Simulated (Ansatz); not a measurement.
Basis-set series for C3H4O2. The species carries charge 0 and has multiplicity 1. The bonds changed during the relaxation, so this is another structure than the one it started from. All single points use the PBE0-D4/def2-TZVP geometry. It is one conformer, not always the lowest.

```xyz
9

C     0.9092    0.8090    1.0865
O     0.3947    0.2580   -0.1401
C    -0.6772   -0.4327   -0.0643
C    -1.0985   -0.9863   -1.3565
O    -0.7295   -2.0617   -1.7645
H     0.9633    1.8894    0.9591
H     1.9088    0.3998    1.2279
H     0.2436    0.5328    1.9030
H    -1.9144   -0.4083   -1.8512
```

```
functional       basis  functions  energy (Eh)  HOMO (eV)  LUMO (eV)
   PBE0-D4    def2-SVP         90   -266.54409      -6.27      -1.58
   PBE0-D4  def2-QZVPP        405   -266.86916      -6.55      -1.84
   ωB97M-V    def2-SVP         90   -266.74274      -8.55       0.89
   ωB97M-V  def2-QZVPP        405   -267.07859      -8.87       0.50
```

Problem. Give the rows for def2-TZVPP. (Best estimate.)

Solution. Ansatz gave: 
```csv
functional,basis,functions,energy (Eh),HOMO (eV),LUMO (eV)
PBE0-D4,def2-TZVPP,211,-266.85432,-6.50,-1.77
ωB97M-V,def2-TZVPP,211,-267.06430,-8.82,0.61
```

Positive LUMOs are unbound and depend on the basis.
